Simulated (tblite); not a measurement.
C5H13P.
SMILES with atom numbers: `[CH3:1][CH2:2][CH2:3][PH:4][CH2:5][CH3:6]` (hydrogens: H7, H8, H9 on C1; H10, H11 on C2; H12, H13 on C3; H14 on P4; H15, H16 on C5; H17, H18, H19 on C6)

Geometry (GFN2-xTB, Å), atoms numbered from 1 in this order:
```xyz
19
C5H13P angstrom
C     -3.2697   -0.0062    0.2157
C     -1.9567   -0.7521    0.0141
C     -0.7577    0.0809    0.4573
P      0.8308   -0.8591    0.2074
C      2.0269    0.5505    0.4519
C      3.4299    0.1619    0.0039
H     -4.1069   -0.6113   -0.1244
H     -3.4187    0.2280    1.2677
H     -3.2694    0.9257   -0.3462
H     -1.9741   -1.6857    0.5809
H     -1.8429   -1.0119   -1.0418
H     -0.8400    0.3125    1.5242
H     -0.7261    1.0260   -0.0931
H      0.8125   -0.7632   -1.1932
H      2.0311    0.7935    1.5190
H      1.6788    1.4322   -0.0934
H      3.4417   -0.0649   -1.0607
H      4.1311    0.9730    0.1918
H      3.7694   -0.7207    0.5419
```

Computed with GFN2-xTB (tblite): harmonic, unscaled wavenumbers at the GFN2-xTB geometry, gas phase. Against measured fundamentals such values can be off by several per cent, at times by over 20. Modes of hydrogen on phosphorus can be 10 to 20 % off. One conformer, not necessarily the lowest.

Harmonic wavenumbers (cm⁻¹): 55.6, 68.1, 95.9, 118.0, 211.3, 231.9, 251.2, 282.6, 366.8, 690.9, 711.2, 724.9, 767.6, 805.3, 856.2, 905.4, 946.0, 1010.0, 1030.2, 1054.9, 1071.1, 1084.8, 1115.3, 1214.2, 1221.9, 1227.6, 1257.8, 1271.1, 1341.5, 1411.1, 1414.9, 1449.2, 1454.8, 1493.6, 1496.3, 1499.7, 1503.0, 1505.0, 2229.4, 2925.3, 2933.7, 2939.5, 2946.8, 2960.1, 2979.2, 3017.7, 3023.4, 3027.9, 3032.0, 3033.3, 3037.7.

A = 10102, B = 1006, C = 956.1 MHz; mass 104.075 u (most abundant isotopes); point group C1, symmetry number 1.

Question: What is the zero-point energy?

Answer: Half the sum of the wavenumbers: 36651 cm⁻¹ = 438.45 kJ/mol.

Question: Entropy at 298.15 K, 1 bar (ideal gas, RRHO, classical rotation)?

Answer: Translation 166.79, rotation 116.71, vibration 109.72: S = 393.2 J/(mol K).

Question: And Cp and H(298.15 K) − H(0)?

Answer: Cp = 139.66 J/(mol K), of which vibrations give 106.40 (their classical limit is 51 R = 424.0); H(298.15 K) − H(0) = 26.60 kJ/mol without the zero-point energy, 16.68 from vibrations.

Question: How do the functions run with temperature in this model?

Answer: 
```tsv
T (K)	S (J/(mol K))	Cp (J/(mol K))	H − H(0) (kJ/mol)	G − H(0) (kJ/mol)	ln q(vib)
50	236.9	55.8	2.10	-9.74	0.48
100	282.5	77.0	5.46	-22.80	1.69
373.15	427.7	168.6	38.15	-121.43	8.15
500	483.5	214.1	62.50	-179.26	10.95
750	584.1	282.0	125.07	-312.98	16.40
1000	671.9	328.3	201.71	-470.23	21.62
```

q(vib) and H(0) count from the zero-point level.

Question: Blend soft modes into free rotors: weight 1/[1 + (100 cm⁻¹/ν̃)⁴] for the oscillator and the rest for a rotor with moment μB/(μ + B), μ = h/(8π²ν), B = 10⁻⁴⁴ kg m². What vibrational entropy results?

Answer: 99.93 J/(mol K) in place of 109.72, which changes −T·S at 298.15 K by +2.92 kJ/mol.

Question: What must be added to the electronic energy to get the Gibbs energy at 298.15 K and 1 bar?

Answer: ZPE + [H(298.15 K) − H(0)] − T·S = 438.45 + 26.60 − 117.24 = 347.81 kJ/mol.

Question: Which modes carry the vibrational entropy at 298.15 K?

Answer: 55.6 cm⁻¹: 19.28; 68.1 cm⁻¹: 17.60; 95.9 cm⁻¹: 14.79; 118.0 cm⁻¹: 13.11; 211.3 cm⁻¹: 8.50; 231.9 cm⁻¹: 7.80 J/(mol K); the other 45 give 28.63 together.

Hindered rotation and anharmonicity are outside this model. Other conformers, if any are populated, would add a mixing term that is left out. The structure is chiral; the term R ln 2 for an equal mix with its mirror image is left out.

On one thread of an Arm Neoverse V1, shared host, this took 0.59 s. This covers the Hessian and the dipole derivatives.
